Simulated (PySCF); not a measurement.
## How close is PBE0 for difluoromethyl radical?

What was measured: a(1H H4) 22.2 G [1]; a(13C C2) 148.8 G [1]; a(19F F1/F3) 84.2 G [1]. Sources and the comparison follow the method.

Compound: difluoromethyl radical, CHF₂ (doublet state).
SMILES with atom numbers: `[F:1][CH:2][F:3]` (hydrogens: H4 on C2)

Geometry (PBE0-D3(BJ)/def2-SVP, Å), atoms numbered from 1 in this order:
```
atom  x, y, z in Å
F1    -1.0811   -0.6030   -0.0784
C2     0.0033    0.0790    0.2273
F3     1.1006   -0.5872   -0.0667
H4    -0.0024    1.1207   -0.1279
```

Level of theory: UKS PBE0, pcH-1 on C F H, non-relativistic, mean-field spin-orbit, GIAO in PySCF 2.14.0.

```json
{"nucleus": "1H H4", "computed a_iso (MHz)": "56.1", "published": "22.2 G", "in MHz": "62.3", "difference of magnitudes (MHz)": "-6.2", "source": "[1]"}
{"nucleus": "13C C2", "computed a_iso (MHz)": "406.1", "published": "148.8 G", "in MHz": "417.3", "difference of magnitudes (MHz)": "-11.2", "source": "[1]"}
{"nucleus": "19F F1/F3", "computed a_iso (MHz)": "225.0", "published": "84.2 G", "in MHz": "236.1", "difference of magnitudes (MHz)": "-11.1", "source": "[1]"}
```

Values published in field units are turned into MHz with the computed g_iso.

Sources: [1] measured, solution or matrix (EPR); Pople, Beveridge, Approximate Molecular Orbital Theory, McGraw-Hill 1970 (compilation of measured values).

In relative terms the largest miss is 1H H4, by 10 %. The measured numbers hold vibrational averaging and, outside the gas phase, effects of the matrix or solvent; the computed ones belong to one rigid, isolated geometry and carry the errors of functional and basis. An EPR spectrum gives magnitudes, so published signs often rest on theory.

Largest spin populations (Mulliken): C2 (+0.87), F3 (+0.06) and F1 (+0.06). C2 is the only atom above +0.15. The angles at C2 add up to 340.4°, so it is pyramidal.

The unrestricted determinant has ⟨S²⟩ = 0.7522 (exact 0.7500), so spin contamination is small.

The run took about 7 s of CPU time (one thread, shared machine).
